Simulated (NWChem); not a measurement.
A calculation on hydrogen sulfide (H$_{2}$S)

SMILES: S
```xyz
3

S      0.0000     0.0000     0.1056
H     -0.9740     0.0000    -0.8447
H      0.9740     0.0000    -0.8447
```
Charge 0, spin multiplicity 1.

The numbers come from NWChem runs, not from measurements. The geometry was optimised at PBE/def2-SVP, a minimum by its harmonic frequencies.

Symmetry labels belong to the abelian group C2v used in the runs, with the axes of the coordinates shown.

The correlated methods keep 5 core orbitals frozen.

Q: List the 4 singlet excitations that EOM-CCSD/def2-SVPD, 5 core orbitals frozen gives, with oscillator strengths.

A: 
```
state  symmetry  energy (eV)  wavelength (nm)      f
-----  --------  -----------  ---------------  -----
1            a2         6.22              199  0.000
2            b2         6.26              198  0.069
3            a1         8.86              140  0.013
4            b1         9.82              126  0.010
```
These are the lowest roots of each symmetry, so higher states are missing between them.
